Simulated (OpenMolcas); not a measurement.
# [NH2]− (SMILES [NH2-]), step by step

Aim: the energy (UHF/6-31G), then a single-point energy (CASSCF(2,2)/6-31G), then the energy (CASPT2(2,2)/6-31G), then the energy (SC-NEVPT2(2,2)/6-31G), then the energy (MRCI(2,2)/6-31G) of [NH2]−. 

Program for the calculation: OpenMolcas 26.06.

## Step 1: Starting point

The species is [NH2]− (3 atoms), meant as a singlet with charge -1. As SMILES, `[NH2-]`. The N1–H3 distance was set to 2.055 Å, away from the relaxed value. At this shape a bond of the SMILES string is far longer than usual.

Bond lengths: N1–H2 1.027 Å.

## Step 2: The energy at UHF/6-31G (run 1)

File step1.inp:

```
>>> EXPORT MOLCAS_PRINT=2

&GATEWAY
 BASLIB = $CurrDir
 COORD
 3
 angstrom
 N        1.152089       0.192195       0.662094
 H        0.935389       1.196395       0.649394
 H       -0.467700      -0.598200      -0.324700
 BASIS = 6-31G
 GROUP = NoSym

&SEWARD

&SCF
 UHF
 CHARGE = -1
 SCRAMBLE = 0.25
 PRORBITALS = 1 1
```

The basis set 6-31G is read from a file made from the Basis Set Exchange's data (not shown).

On the command line:

```sh
$ export MOLCAS_MEM=1860
$ pymolcas step1.inp > step1.log
```

Standard output (excerpt; [...] marks lines left out):

```text
--- Start Module: gateway ---
[...]
--- Stop Module: gateway /rc=_RC_ALL_IS_WELL_ ---
--- Start Module: seward ---
[...]
      Basis functions           13
--- Stop Module: seward /rc=_RC_ALL_IS_WELL_ ---
--- Start Module: scf ---
[...]
       Convergence after  35 Iterations
[...]
::    Total SCF energy                                -55.3623913939
[...]
      Total spin, S                                     0.5007422559
[...]
      Total electronic charge=   10.000000
      Total            charge=   -1.000000
[...]
      Dipole Moment (debye):
      Origin of the operator (angstrom)=    1.0365    0.2056    0.5992
                   X=  2.8065E-01               Y=  1.6523E+00               Z=  3.3388E-01           Total=  1.7089E+00
      Center of Charge (angstrom)
[...]
--- Stop Module: scf /rc=_RC_ALL_IS_WELL_ ---
[...]
```

It took 2.2 s on 1 thread of Intel Xeon Platinum 8488C (Sapphire Rapids), shared host; peak memory 0.37 GiB.

## Step 3: The energy at CASSCF(2,2)/6-31G (run 2)

File step2.input:

```
&GATEWAY
 BasLib=$CurrDir
 Coord
 3
 angstrom
 N        1.152089       0.192195       0.662094
 H        0.935389       1.196395       0.649394
 H       -0.467700      -0.598200      -0.324700
 Basis=6-31G
 Group=NoSym

&SEWARD

&RASSCF
 FileOrb=$CurrDir/step1.UnaOrb
 Spin=1
 Nactel=2 0 0
 Inactive=4
 Ras2=2
 OrbListing=Nothing
 OrbAppear=Compact
```

The basis set 6-31G is read from a file made from the Basis Set Exchange's data (not shown).

On the command line:

```sh
$ export MOLCAS_MEM=1860
$ pymolcas step2.input > step2.log
```

Standard output (excerpt; [...] marks lines left out):

```text
--- Start Module: gateway ---
[...]
--- Stop Module: gateway /rc=_RC_ALL_IS_WELL_ ---
--- Start Module: seward ---
[...]
      Basis functions           13
--- Stop Module: seward /rc=_RC_ALL_IS_WELL_ ---
--- Start Module: rasscf ---
[...]
      Number of active orbitals                  2
[...]
      Spin quantum number                      0.0
[...]
      Active orbitals                            2
[...]
      Number of CSFs                             3
[...]
      Number of root(s) required                 1
[...]
      Convergence after 18 iterations
[...]
      printout of CI-coefficients larger than  0.05 for root  1
      energy=     -55.385575
      conf/sym  11     Coeff  Weight
             1  20  -0.93666 0.87734
             3  02   0.35023 0.12266
      Natural orbitals and occupation numbers for root  1
      sym 1:   1.754682   0.245318
      ************************************************************************************************************************
      *                                                    Final results                                                     *
[...]
::    RASSCF root number  1 Total energy:    -55.38557459
[...]
      Total electronic charge=   10.000000
      Total            charge=   -1.000000
[...]
      Dipole Moment (debye):
      Origin of the operator (angstrom)=    1.0365    0.2056    0.5992
                   X=  6.4588E-01               Y=  1.8989E+00               Z=  5.6372E-01           Total=  2.0834E+00
      Center of Charge (angstrom)
[...]
--- Stop Module: rasscf /rc=_RC_ALL_IS_WELL_ ---
[...]
```

Wall time 1.9 s (1 thread of Intel Xeon Platinum 8488C (Sapphire Rapids), shared host); peak memory 0.37 GiB.

## Step 4: The energy at CASPT2(2,2)/6-31G (run 3)

File step3.input:

```
&GATEWAY
BasLib=$CurrDir
Coord
3
angstrom
N        1.152089       0.192195       0.662094
H        0.935389       1.196395       0.649394
H       -0.467700      -0.598200      -0.324700
Basis=6-31G
Group=NoSym
&SEWARD
&RASSCF
FileOrb=$CurrDir/step2.RasOrb
Spin=1
Nactel=2 0 0
Inactive=4
Ras2=2
OrbListing=Nothing
OrbAppear=Compact
&CASPT2
Imaginary=0.1
Frozen=1
```

The basis set 6-31G is read from a file made from the Basis Set Exchange's data (not shown).

On the command line:

```sh
$ export MOLCAS_MEM=1860
$ pymolcas step3.input > step3.log
```

Standard output (excerpt; [...] marks lines left out):

```text
--- Start Module: gateway ---
[...]
--- Stop Module: gateway /rc=_RC_ALL_IS_WELL_ ---
[...]
      Basis functions           13
[...]
--- Start Module: rasscf ---
[...]
      Number of active orbitals                  2
[...]
      Spin quantum number                      0.0
[...]
      Active orbitals                            2
[...]
      Number of CSFs                             3
[...]
      Number of root(s) required                 1
[...]
      Convergence after  4 iterations
[...]
      printout of CI-coefficients larger than  0.05 for root  1
      energy=     -55.385575
      conf/sym  11     Coeff  Weight
             1  20  -0.93666 0.87734
             3  02   0.35023 0.12266
      Natural orbitals and occupation numbers for root  1
      sym 1:   1.754681   0.245319
      ************************************************************************************************************************
      *                                                    Final results                                                     *
[...]
::    RASSCF root number  1 Total energy:    -55.38557459
[...]
      Total electronic charge=   10.000000
      Total            charge=   -1.000000
[...]
      Dipole Moment (debye):
      Origin of the operator (angstrom)=    1.0365    0.2056    0.5992
                   X=  6.4587E-01               Y=  1.8989E+00               Z=  5.6371E-01           Total=  2.0834E+00
      Center of Charge (angstrom)
[...]
--- Stop Module: rasscf /rc=_RC_ALL_IS_WELL_ ---
--- Start Module: caspt2 ---
[...]
 ###    WARNING: User changed nr of frozen orbitals.                         ###
 ###############################################################################
[...]
      E2 (Variational):          -0.0907812876
      Total energy:             -55.4763558805
[...]
      Reference weight:           0.96556
[...]
::    CASPT2 Root  1     Total energy:    -55.47635588
[...]
--- Stop Module: caspt2 /rc=_RC_ALL_IS_WELL_ ---
[...]
```

It took 1.7 s on 1 thread of Intel Xeon Platinum 8488C (Sapphire Rapids), shared host; peak memory 0.37 GiB.

## Step 5: The energy at SC-NEVPT2(2,2)/6-31G (run 4)

File step4.inp:

```
>>> EXPORT MOLCAS_PRINT=2

&GATEWAY
  BasLib
  $CurrDir
  Coord
  3
  angstrom
  N        1.152089       0.192195       0.662094
  H        0.935389       1.196395       0.649394
  H       -0.467700      -0.598200      -0.324700
  Basis
  6-31G
  Group
  NoSym

&SEWARD

&RASSCF
  FileOrb
  $CurrDir/step2.RasOrb
  Spin
  1
  Nactel
  2 0 0
  Inactive
  4
  Ras2
  2
  OrbListing
  Nothing
  OrbAppear
  Compact

&CASPT2
  SC-NEVPT2
  Frozen
  1
```

The basis set 6-31G is read from a file made from the Basis Set Exchange's data (not shown).

On the command line:

```sh
$ export MOLCAS_MEM=1860
$ pymolcas step4.inp > step4.log
```

Standard output (excerpt; [...] marks lines left out):

```text
--- Start Module: gateway ---
[...]
--- Stop Module: gateway /rc=_RC_ALL_IS_WELL_ ---
[...]
      Basis functions           13
[...]
--- Start Module: rasscf ---
[...]
      Number of active orbitals                  2
[...]
      Spin quantum number                      0.0
[...]
      Active orbitals                            2
[...]
      Number of CSFs                             3
[...]
      Number of root(s) required                 1
[...]
      Convergence after  4 iterations
[...]
      printout of CI-coefficients larger than  0.05 for root  1
      energy=     -55.385575
      conf/sym  11     Coeff  Weight
             1  20  -0.93666 0.87734
             3  02   0.35023 0.12266
      Natural orbitals and occupation numbers for root  1
      sym 1:   1.754681   0.245319
      ************************************************************************************************************************
      *                                                    Final results                                                     *
[...]
::    RASSCF root number  1 Total energy:    -55.38557459
[...]
      Total electronic charge=   10.000000
      Total            charge=   -1.000000
[...]
      Dipole Moment (debye):
      Origin of the operator (angstrom)=    1.0365    0.2056    0.5992
                   X=  6.4587E-01               Y=  1.8989E+00               Z=  5.6371E-01           Total=  2.0834E+00
      Center of Charge (angstrom)
[...]
--- Stop Module: rasscf /rc=_RC_ALL_IS_WELL_ ---
--- Start Module: caspt2 ---
[...]
 ###    WARNING: User changed nr of frozen orbitals.                         ###
 ###############################################################################
[...]
      E2 (Variational):          -0.0901485846
[...]
      E2 (Variational):          -0.0901208051
      Total energy:             -55.4756953980
[...]
      Reference weight:           0.96618
[...]
::    SC-NEVPT2 Root  1     Total energy:    -55.47569540
[...]
--- Stop Module: caspt2 /rc=_RC_ALL_IS_WELL_ ---
[...]
```

Wall time 1.9 s (1 thread of Intel Xeon Platinum 8488C (Sapphire Rapids), shared host); peak memory 0.37 GiB.

## Step 6: A single-point energy at MRCI(2,2)/6-31G (run 5)

File step5.input:

```
&GATEWAY
BasLib=$CurrDir
Coord
3
angstrom
N        1.152089       0.192195       0.662094
H        0.935389       1.196395       0.649394
H       -0.467700      -0.598200      -0.324700
Basis=6-31G
Group=NoSym
&SEWARD
&RASSCF
FileOrb=$CurrDir/step2.RasOrb
Spin=1
Nactel=2 0 0
Inactive=4
Ras2=2
OrbListing=Nothing
OrbAppear=Compact
&MOTRA
LumOrb
Frozen=1
&GUGA
Electrons=8
Spin=1
Inactive=3
Active=2
CIAll=1
&MRCI
SDCI
```

The basis set 6-31G is read from a file made from the Basis Set Exchange's data (not shown).

On the command line:

```sh
$ export MOLCAS_MEM=1860
$ pymolcas step5.input > step5.log
```

Standard output (excerpt; [...] marks lines left out):

```text
--- Start Module: gateway ---
[...]
--- Stop Module: gateway /rc=_RC_ALL_IS_WELL_ ---
[...]
      Basis functions           13
[...]
      Number of active orbitals                  2
[...]
      Spin quantum number                      0.0
[...]
      Active orbitals                            2
[...]
      Number of CSFs                             3
[...]
      Number of root(s) required                 1
[...]
      Convergence after  4 iterations
[...]
      printout of CI-coefficients larger than  0.05 for root  1
      energy=     -55.385575
      conf/sym  11     Coeff  Weight
             1  20  -0.93666 0.87734
             3  02   0.35023 0.12266
      Natural orbitals and occupation numbers for root  1
      sym 1:   1.754681   0.245319
      ************************************************************************************************************************
      *                                                    Final results                                                     *
[...]
::    RASSCF root number  1 Total energy:    -55.38557459
[...]
      Dipole Moment (debye):
      Origin of the operator (angstrom)=    1.0365    0.2056    0.5992
                   X=  6.4587E-01               Y=  1.8989E+00               Z=  5.6371E-01           Total=  2.0834E+00
      Center of Charge (angstrom)
[...]
      *** WARNING: Default frozen orbitals is overwritten by user input.
      *** Default values:   1
[...]
--- Start Module: guga ---
[...]
--- Stop Module: guga /rc=_RC_ALL_IS_WELL_ ---
--- Start Module: mrci ---
[...]
       (But an ACPF correction will be computed)
       USE THE DEFAULT ACPF G-VALUE GFAC=  0.25000000000000000
[...]
                      CI ENERGY:   -55.48375928
[...]
                ACPF CORRECTION:    -0.00327078
[...]
      Total electronic charge=   10.000000
      Total            charge=   -1.000000
[...]
     ACPF CORRECTION:     -0.00327078
[...]
  CI State   1     Total energy:    -55.48375928     QDav:     -0.00441001     QACPF:     -0.00327078
[...]
--- Stop Module: mrci /rc=_RC_ALL_IS_WELL_ ---
[...]
```

Wall time 1.8 s (1 thread of Intel Xeon Platinum 8488C (Sapphire Rapids), shared host); peak memory 0.37 GiB.

## Step 7: What came out

| quantity | value |
| --- | --- |
| run 1, UHF/6-31G: total energy | -55.36239 Eh |
| run 1, UHF/6-31G: HOMO energy | -0.28 eV |
| run 1, UHF/6-31G: LUMO energy | 9.91 eV |
| run 1, UHF/6-31G: HOMO–LUMO gap (to an unbound level, set by the basis) | 10.19 eV |
| run 1, UHF/6-31G: ⟨S²⟩ | 0.751 |
| run 2, CASSCF(2,2)/6-31G: total energy | -55.38557 Eh |
| run 3, CASPT2(2,2)/6-31G: total energy | -55.47636 Eh |
| run 4, SC-NEVPT2(2,2)/6-31G: total energy | -55.47570 Eh |
| run 5, MRCI(2,2)/6-31G: total energy | -55.48376 Eh |

**Reading.** ⟨S²⟩ (run 1, UHF/6-31G) is 0.75 where a pure singlet has 0.00: the reference is spin-contaminated. Mulliken charges (run 2, CASSCF(2,2)/6-31G) run from -0.87 on N1 to +0.09 on H2; they depend strongly on the basis. Mulliken charges (run 5, MRCI(2,2)/6-31G) of the CASSCF density run from -0.87 on N1 to +0.09 on H2.
